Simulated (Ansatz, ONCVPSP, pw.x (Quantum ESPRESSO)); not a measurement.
Si (diamond): variants of one ONCV potential in the solid

ONCVPSP 4.0.1.1 (patched build) input, shortened (lines: element, Z, core and valence counts, functional; n l f; lmax; l rc ep ncon nbas qcut; lloc lpopt rc5 dvloc0; l nproj debl; icmod fcfact rcfact), PBE, scalar-relativistic:

```
  Si 14.00    3    2        4      upf
    1    0    2.00
    2    0    2.00
    2    1    6.00
    3    0    2.00
    3    1    2.00
    2
    0    1.85    0.00    4    8    4.00
    1    2.20    0.00    4    7    4.00
    2    2.05    0.16    4    8    4.10
    4    5    1.70    3.00
    0    2    0.80
    1    2    3.90
    2    2    3.10
    3    4.00    1.10
```

Crystal test: diamond Si in pw.x 7.5, no spin, 8³ k-points, Fermi–Dirac smearing 0.01 Ry, cutoffs set for each file from its atomic test. The reference is all-electron LAPW (Ansatz 0.2.0) with the same functional, mesh and smearing; V0 and B0 come from Birch–Murnaghan fits to the pressures at five volumes. Errors are pseudo minus all-electron; Δ is the rms difference of the E(V) curves that follow from these fits, minima aligned, over ±6 % about the mean V0. Mesh and smearing are coarse, so the numbers serve the comparison and aren't converged zero-temperature values; the lattice is a test structure that the element need not adopt.

All-electron: a0 = 5.469 Å (V0 = 20.45 Å³/atom), B0 = 88.5 GPa.

1 further variants are left out: they gave no file fit for a test, a broken result, the same result as the base, or pressures whose basis-set error rivals the error shown.

```csv
change,cutoffs (Ry),pw.x,a0 (Å),a0 error (%),B0 error (%),Δ (meV/atom),mean pressure error (GPa)
base,55/220,converged,5.474,+0.09,-1.2,1.1,+0.24
"reference 3s2; wave 3p: rc 2.20 bohr, ncon 4, nbas 7, qcut 4 1/bohr, 2 projectors, debl 3.9 Ha becomes p scattering state at 0.08 Ha: rc 2.20 bohr, ncon 4, nbas 7, qcut 4 1/bohr, 2 projectors, debl 3.9 Ha",65/260,converged; energies reset by the program,5.451,-0.33,+2.2,4.0,-0.89
d: rc 2.64,55/220,converged,5.472,+0.06,-1.5,0.7,+0.15
"core correction Teter function, fcfact 4.5, rcfact 1.1",55/220,converged,5.474,+0.08,-1.2,1.0,+0.22
"d: rc 1.4; local potential polynomial inside 1.40 bohr (lpopt 5, dvloc0 3 Ha)",55/220,converged,5.474,+0.08,-1.1,1.0,+0.22
```
